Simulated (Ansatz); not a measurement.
C3H5ClOS, SMILES `CSC(=O)CCl`. Total charge 0; spin multiplicity 1.

```
atom    x (Å)    y (Å)    z (Å)
  C1   0.7951   0.1780   1.9700
  S2  -0.2085  -0.8036   0.8554
  C3  -0.1789   0.2506  -0.5521
  O4   0.3710   1.3176  -0.5830
  C5  -0.9245  -0.3263  -1.7382
 Cl6   0.2277  -1.1318  -2.8236
  H7   0.3423   1.1570   2.1173
  H8   1.7977   0.2973   1.5626
  H9   0.8369  -0.3622   2.9151
 H10  -1.6659  -1.0639  -1.4343
 H11  -1.3930   0.4872  -2.2893
```

List the harmonic frequencies (cm⁻¹, unscaled) at PBE0-D4/def2-TZVP in Ansatz. (Estimate.)

Ansatz gave: 30, 82, 98, 201, 211, 337, 500, 594, 695, 755, 788, 923, 973, 987, 1074, 1206, 1285, 1346, 1450, 1460, 1463, 1793, 3076, 3104, 3174, 3176, 3178.

Is this a minimum?

Yes, all 27 modes are real.

Give the ideal-gas thermochemistry at 298.15 K and 1 bar (rigid rotor, harmonic oscillator; point group C1, symmetry number 1).

Zero-point energy 203.1 kJ/mol; H(298) − E = 225.5 kJ/mol; entropy 375.0 J/(mol·K), of which translation 169.0, rotation 118.2, vibration 87.8; G(298) − E = 113.7 kJ/mol. Modes under 100 cm⁻¹ are hindered rotations or soft bends, so the harmonic entropy is rough.

And at 400, 500, 600, 800 and 1000 K?


```json
{"T (K)": "400", "H − E (kJ/mol)": "237.7", "S (J/mol/K)": "410.0", "G − E (kJ/mol)": "73.7"}
{"T (K)": "500", "H − E (kJ/mol)": "251.6", "S (J/mol/K)": "441.0", "G − E (kJ/mol)": "31.1"}
{"T (K)": "600", "H − E (kJ/mol)": "267.2", "S (J/mol/K)": "469.3", "G − E (kJ/mol)": "-14.4"}
{"T (K)": "800", "H − E (kJ/mol)": "302.0", "S (J/mol/K)": "519.3", "G − E (kJ/mol)": "-113.4"}
{"T (K)": "1000", "H − E (kJ/mol)": "340.6", "S (J/mol/K)": "562.2", "G − E (kJ/mol)": "-221.7"}
```

Rotational constants (cm⁻¹)?

0.165, 0.04112, 0.03722.
